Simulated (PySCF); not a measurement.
NaS⁺: one state, many levels of theory

State: ³Σ⁻ (triplet), unpaired electrons π ↑↑. Set-up: Na jorge-DZP-DKH, S jorge-DZP-DKH; spin-free X2C with a Gaussian nucleus (PySCF 2.14). De refers to Na⁺ + S in their high-spin ground configurations, without counterpoise correction. The functionals are run spin-unrestricted. A positive dipole points towards S; it is taken about the centre of mass and depends on that origin.

```csv
Level,Re (Å),ωe (cm⁻¹),De (eV),μ (D)
UHF,2.951,156,0.468,-6.93
UHF-MP2,2.933,158,0.51,n/a
UHF-SCS-MP2,2.938,157,0.50,n/a
UHF-CCSD,2.932,158,0.51,n/a
UHF-CCSD(T),2.931,159,0.52,n/a
PBE,2.885,171,0.59,-6.32
r²SCAN,2.910,163,0.52,-6.64
PBE0,2.881,170,0.54,-6.48
r²SCAN0,2.898,165,0.51,-6.66
M06,2.978,145,0.499,-6.83
MN15,2.935,157,0.51,-6.77
ωB97X,2.929,156,0.486,-6.79
```

Task: Which functional lies closest to UHF-CCSD(T) in De, which farthest, and by how much do they differ from it?

Result: Closest is r²SCAN (-2.1 pm in Re, +2.5 % in ωe, +0.00 eV in De against UHF-CCSD(T) in the same basis), farthest PBE (-4.6 pm in Re, +7.5 % in ωe, +0.07 eV in De). CCSD(T) converges more slowly with the basis than the functionals do and binds too weakly in this one, so the order can change at the basis-set limit.

Task: What does a quarter of exact exchange do here, going from r²SCAN to r²SCAN0?

Result: r²SCAN0 less r²SCAN: -1.2 pm in Re, +1.2 % in ωe, -0.01 eV in De. Exact exchange removes part of the self-interaction that spreads semilocal densities, and in most molecules shortens and stiffens the bond and lowers De; so it does here.

Task: What does the triples do here, going from UHF-CCSD to UHF-CCSD(T)?

Result: UHF-CCSD(T) less UHF-CCSD: -0.1 pm in Re, +0.6 % in ωe, +0.01 eV in De. Correlation nearly always deepens the well. The bond length hardly moves.

Correlated steps freeze 6 core orbitals. Correlated levels converge slowly with the basis: in double zeta they bind strong bonds too weakly, by up to about 1 eV, and carry superposition errors of some tenths. For an ion De counts to the pair picked by the measured ionisation energies or electron affinities, which need not be the lowest pair at this level. The state was picked by a PBE0 search and need not be the measured ground state.
